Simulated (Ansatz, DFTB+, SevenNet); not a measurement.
# C axis length of hexagonal BN: levels of theory against measurement

Reference value: 6.661 Å (measured, 297 K, not corrected to a static lattice; as tabulated in Ioffe Institute, New Semiconductor Materials archive).

Task: What do DFTB cp2k-nonscc, SevenNet-0, LDA, PBE, PBE-D4, r²SCAN-D4, PBE0 give, and how far is each from the reference?

Result: 
| level (code) | value (Å) | difference (%) |
|---|---|---|
| DFTB cp2k-nonscc (DFTB+) | 6.094 | -8.51 |
| SevenNet-0 | 7.560 | +13.5 |
| LDA (Ansatz) | 6.494 | -2.51 |
| PBE (Ansatz) | 8.528 | +28 |
| PBE-D4 (Ansatz) | 6.555 | -1.59 |
| r²SCAN-D4 (Ansatz) | 6.602 | -0.89 |
| PBE0 (Ansatz) | 7.919 | +18.9 |

Leaving aside SevenNet-0 (doubt noted below): The reference is not for a static lattice or low temperature, so close values are not ranked against it. Off by more than 3.50 %, or 4.90 % on the side where a correction would as a rule narrow the miss (bounds picked here): PBE (+28 %), PBE0 (+18.9 %), DFTB cp2k-nonscc (-8.51 %).

The reference isn't brought to a static lattice, while the calculations are for one, so the differences are not the levels' errors alone.  DFTB cp2k-nonscc: this tight-binding set is not self-consistent in the charges. SevenNet-0: the cell has another shape than the first-principles one, perhaps another minimum in the same group. LDA: LDA has no dispersion term either, though it tends to give short spacings of layers, chains or molecules. PBE: for a layered or molecular solid the relaxed cell lies over 5 % above the published volume, where the minimum can be shallow. PBE, PBE0: the cell comes from a level without a dispersion term, which matters for the spacing of layers, chains or molecules. Cutoffs and k meshes differ between the levels. Ansatz's density-functional and Hartree–Fock values are scalar-relativistic unless marked +SOC, with PAW data made under PBE.

Machine-learned potentials (SevenNet-0) are trained on DFT data: a solid inside that data is no test of them.

Differences are worked out from the printed values.

Ansatz is a first-principles code.
